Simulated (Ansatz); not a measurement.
A run of Ansatz (development build ahead of 0.2.0) on singlet CH4 at this shape:

```xyz
5

C     0.0000    0.0000    0.0000
H     1.5750    1.5750    1.5750
H    -1.5750   -1.5750    1.5750
H    -1.5750    1.5750   -1.5750
H     1.5750   -1.5750   -1.5750
```

Its results:

```yaml
Converged: yes
Total_energy: -39.26740 hartree
Spin_squared_of_the_determinant: 0.000
Stability_test: minimum among restricted orbitals
```

(1) Which input gives this output? Name the method, the orbitals and the basis set, and write the input.

Results:

(1) RHF in pcseg-2. An unrestricted run that stays on the closed shell gives the same numbers.

```yaml
crystal:
  periodic: [false, false, false]
  atoms:
    - { symbol: C, position_ang: [0.0, 0.0, 0.0] }
    - { symbol: H, position_ang: [1.575, 1.575, 1.575] }
    - { symbol: H, position_ang: [-1.575, -1.575, 1.575] }
    - { symbol: H, position_ang: [-1.575, 1.575, -1.575] }
    - { symbol: H, position_ang: [1.575, -1.575, -1.575] }
basis:
  gaussian: { orbitals: pcseg-2 }
hamiltonian:
  xc: hf
```

Caution: stretched shape with no unrestricted run beside it, a lower state can exist.
